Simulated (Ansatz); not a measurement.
## What a trial cell of MgTl₂O₂ relaxes into

The calculation used Ansatz 0.2.0, DFT PBE, scalar-relativistic, plane waves, PAW. Cutoff 420 eV, Γ-centred k mesh, Gaussian smearing, no spin polarisation in the final step.

The start puts MgTl₂O₂ on the sites of a reported CaH2O2 cell (P-3m1, No. 164), with Mg in place of Ca, O in place of H, Tl in place of O, at a guessed volume.

```xyz
5
Lattice="4.2946 0.0000 0.0000 -2.1473 3.7193 0.0000 0.0000 0.0000 5.8766" Properties=species:S:1:pos:R:3 pbc="T T T"
Mg    0.0000    0.0000    0.0000
Tl    0.0000    2.4795    4.5032
Tl    2.1473    1.2398    1.3734
O     0.0000    2.4795    3.3755
O     2.1473    1.2398    2.5011
```

Cell and atoms relax at zero pressure; the relaxation can't lower the symmetry of the start. After a coarse first stage the cell is made exact in the group found at 0.06 Å.

Formation energies are uncorrected and refer to the elements' standard structures at the same level (O₂ as a molecule).

(1) What does it relax into?

(2) What are its volume, energy, density and gap?

Answers

(1) It keeps P-3m1 (No. 164), but not the shape of the type it started on. Conventional cell: a = 3.898 Å, c = 7.236 Å. Around Mg lie 6 Tl at 3.10 Å and 6 O at 3.57 Å (next Mg at 3.90 Å); Tl has 4 O at 2.33–2.34 Å; around O lie 4 Tl at 2.33–2.34 Å and 3 O at 2.82 Å.

```cif
data_structure
_symmetry_space_group_name_H-M 'P-3m1'
_symmetry_Int_Tables_number 164
_cell_length_a 3.8980
_cell_length_b 3.8980
_cell_length_c 7.2359
_cell_angle_alpha 90.000
_cell_angle_beta 90.000
_cell_angle_gamma 120.000
_cell_volume 95.22
loop_
_atom_site_label
_atom_site_type_symbol
_atom_site_symmetry_multiplicity
_atom_site_Wyckoff_symbol
_atom_site_fract_x
_atom_site_fract_y
_atom_site_fract_z
_atom_site_occupancy
Mg1 Mg 1 a 0.00000 0.00000 0.00000 1
Tl1 Tl 2 d 0.33333 0.66667 0.70484 1
O1 O 2 d 0.33333 0.66667 0.38254 1
```

(2) The volume per atom is 19.04 Å³ and the density is 8.11 g/cm³. The energy over the elements is -0.399 eV/atom and the gap on the 12×12×6 mesh is 0.28 eV.

The final run used a 12×12×6 mesh on its 5-atom cell and 0.02 eV smearing. Spin–orbit coupling is left out. Symmetry constrained the relaxation, so the result can be a saddle point.

Cost: 3 runs of about 2.9 core-minutes in all, on Arm Neoverse V1 (shared hosts).